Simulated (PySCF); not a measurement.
# N2O: the cost of one run

Computed with PySCF 2.14.0, with density-fitted response routines of our own, on a single molecule, in the gas phase or a continuum. Atoms are numbered from 0 throughout.

### 1 The molecule as given

3 atoms, charge 0, multiplicity 1; geometry from: GFN2-xTB. The atoms were then displaced at random by about 0.01 Å, so the start is not that level's minimum.

Bonds of the start (Å): N0–N1 1.08, N1–O2 1.14.

### 2 Optimising the geometry at PBE0-D3(BJ)/def2-TZVP

What the job is given:

```
{"job": {"xc": "PBE0", "basis": "def2-TZVP", "d3": "d3bj", "grid": 2, "shake": 0.01, "kind": "geom"}, "charge": 0, "multiplicity": 1}
N     -1.096390     0.077100    -0.001610
N     -0.016770     0.098090    -0.006350
O      1.119170     0.100270    -0.011220
```

Started as:

```console
> OMP_NUM_THREADS=1 python probes_run.py task.json out
```

One launch serves the whole session: the jobs run in the order shown.

**Question.** How long does this first job take on 1 thread of Intel Xeon Platinum 8175M at 2.50GHz, shared host, and how much memory does it need?

About 11 s, with a peak of 0.35 GiB.
